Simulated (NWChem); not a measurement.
Species: SiH4 cation, doublet; SMILES of the neutral closed-shell parent [SiH4]

```xyz
5

Si     0.0813     0.1904     0.0045
H      1.2598    -0.0529    -0.8338
H     -0.1610     1.3546     0.8628
H     -0.5751    -1.1382     0.5571
H     -1.2455    -0.4317    -0.5906
```
Atoms are numbered in this order, from 1.

All runs: NWChem. Spin-unrestricted. The geometry was optimised at B3LYP/6-31G* (spherical d), spin-unrestricted. This spin state was assumed; another may lie lower. No stability test was run on the SCF state. B3LYP is NWChem's, with the RPA form of VWN correlation. Principal shifts from the free-electron g value, in parts per thousand; spin-orbit coupling by linear response on scalar ZORA.

For level PBE/x2c-SVPall, ZORA:

- Δg2 (ppt): 4.14
- isotropic Δg (ppt): 3.05

Question: How do the values read with level B3LYP/x2c-SVPall, ZORA instead?

Answer: Δg2 (ppt): 3.73
isotropic Δg (ppt): 2.90
